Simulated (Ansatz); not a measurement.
```yaml
crystal:
  periodic: [false, false, false]
  atoms:
    - {symbol: Ti, position_ang: [0.000000, 0.000000, 0.000000]}
    - {symbol: F, position_ang: [0.000000, 0.000000, 2.020000]}
basis:
  gaussian: {orbitals: def2-TZVP}
magnetization: {spin_polarized: true, initial_magnetization: 3}
hamiltonian: {xc: pbe0}
relax: {f_tol: 0.004, max_steps: 80}
```

```sh
$ ansatz run in.yaml --threads 1 --pin off --events-out ev --progress --plain --max-ram 2176MiB
```

Steps of the relaxation (energy above the last step; positions in Å, forces in eV/Å):

```
2
step 1, 395.8 meV
Ti    0.000    0.000    0.000    0.000    0.000    2.942
F     0.000    0.000    2.020    0.000    0.000   -2.942
```

```
2
step 2, 45.9 meV
Ti    0.000    0.000    0.078    0.000    0.000    1.293
F     0.000    0.000    1.942    0.000    0.000   -1.293
```

```
2
step 3, 7.8 meV
Ti    0.000    0.000    0.124    0.000    0.000   -0.621
F     0.000    0.000    1.896    0.000    0.000    0.621
```

```
2
step 4, 0.0 meV
Ti    0.000    0.000    0.111    0.000    0.000    0.009
F     0.000    0.000    1.909    0.000    0.000   -0.009
```

```
2
step 6, 0.0 meV
Ti    0.000    0.000    0.112    0.000    0.000    0.000
F     0.000    0.000    1.908    0.000    0.000    0.000
```

Close pairs at the end: Ti1–F2 1.797 Å.

A stationary point of unrestricted PBE0 after 6 steps, with ⟨S²⟩ = 3.753 against 3.75 for a pure state. 39 s on 1 thread of Intel Xeon Platinum 8375C, shared host.
